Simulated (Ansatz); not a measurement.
`[F][MgH]` and `[F][Mg][F]` differ in one atom or group.

Ansatz, PBE0-D4/def2-TZVP geometries, multiplicity 1. 

```
                                          property  `[F][MgH]`
               HOMO–LUMO gap (PBE/def2-TZVPP) / eV        5.40
           HOMO–LUMO gap (ωB97M-V/def2-TZVPP) / eV       10.88
                 LUMO energy (PBE/def2-TZVPP) / eV       -1.67
                LUMO energy (PBE0/def2-TZVPP) / eV       -0.93
size of the dipole moment (ωB97M-V/def2-TZVPP) / D        1.42
             HOMO–LUMO gap (B3LYP/def2-TZVPP) / eV        6.88
```

**Question.** What does the change do to each property? (Estimate.)

**Answer.** Ansatz gave: 
| property | `[F][Mg][F]` | shift |
| --- | --- | --- |
| HOMO–LUMO gap (PBE/def2-TZVPP) / eV | 5.80 | 0.40 |
| HOMO–LUMO gap (ωB97M-V/def2-TZVPP) / eV | 12.36 | 1.48 |
| LUMO energy (PBE/def2-TZVPP) / eV | -2.55 | -0.88 |
| LUMO energy (PBE0/def2-TZVPP) / eV | -1.78 | -0.85 |
| size of the dipole moment (ωB97M-V/def2-TZVPP) / D | 0.00 | -1.42 |
| HOMO–LUMO gap (B3LYP/def2-TZVPP) / eV | 7.86 | 0.98 |

With PBE0 the HOMO falls by 2.00 eV and the LUMO falls by 0.85 eV, so the gap widens by about 1.15 eV. PBE moves the HOMO by -1.27 eV and ωB97M-V by -2.36 eV.

B3LYP here is the variant with VWN-RPA as its local correlation; programs differ in this.
